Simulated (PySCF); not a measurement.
Computed NMR parameters against published values

Bonds (- single, = double, # triple, : aromatic): C1-C2 1.541 Å, C2-C3 1.541 Å, C3-C4 1.541 Å, C4-C1 1.542 Å. C1 carries H5, H6; C2 carries H7, H8; C3 carries H9, H10; C4 carries H11, H12.

Measured values that the calculation should reproduce: δ ¹H H5/H6/H7/H8/H9/H10/H11/H12 1.96 ppm (measured; solution, not stated in the table (CDCl3 in this author's series); The use of chemical shift calculations in the conformational analysis of substituted benzenes, New J. Chem. 2019 (ESI)). Coupling constants: ¹J(C1,H5) 133.6 Hz, ¹J(C1,C2) 28.3 Hz.

[PySCF: PBE0-D3(BJ)/def2-SVP structure; σ from GIAO-KT2/pcSseg-2; spin–spin couplings from B3LYP/pcJ-1 (without the spin–dipole term); one averaged value for each set of equivalent atoms; no relativistic terms; in vacuum; one conformer]

Problem. How close does the calculation come?

Solution. 
Reference values: measured (solution, not stated in the table (CDCl3 in this author's series); The use of chemical shift calculations in the conformational analysis of substituted benzenes, New J. Chem. 2019 (ESI)).
```csv
atoms,quantity,reference,computed
H5/H6/H7/H8/H9/H10/H11/H12,δ ¹H,1.96,2.12
```

Computed shifts are σ(ref) − σ with the named reference compound (TMS for H and C) calculated as an isolated molecule at the same level.

Coupling constants in Hz:
```tsv
coupling	reference	computed	source
¹J(C1,H5)	133.6	140.2	measured; liquid or solution (compiled); Cremer, Kraka, Wu, Luettke, ChemPhysChem 2004, 5, 349
¹J(C1,C2)	28.3	29.5	measured; liquid or solution (compiled); Cremer, Kraka, Wu, Luettke, ChemPhysChem 2004, 5, 349
```
